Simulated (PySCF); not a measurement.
## Name the molecule from its bond curve

A diatomic of charge 0 contains F (the partner may be the same element). Its singlet curve at PBE0 in a triple-zeta basis (no relativity, PySCF), in eV from the separated fragments:

(R (Å), E (eV)): (1.184, -0.362), (1.239, -1.005), (1.294, -1.364), (1.336, -1.492), (1.377, -1.529), (1.418, -1.494), (1.473, -1.363), (1.542, -1.105), (1.625, -0.714), (1.735, -0.135)

The fit gives ωe = 1100 cm⁻¹ and the rotational constant Bₑ = 0.9378 cm⁻¹.

**Question.** Which atom is the partner?

**Answer.** The minimum lies at 1.376 Å, so the reduced mass is 16.8576 u Å² cm⁻¹/(Bₑ·Re²) = 9.494 u. With F at 19.00 u the partner weighs about 19.0 u: F. The molecule is F2.
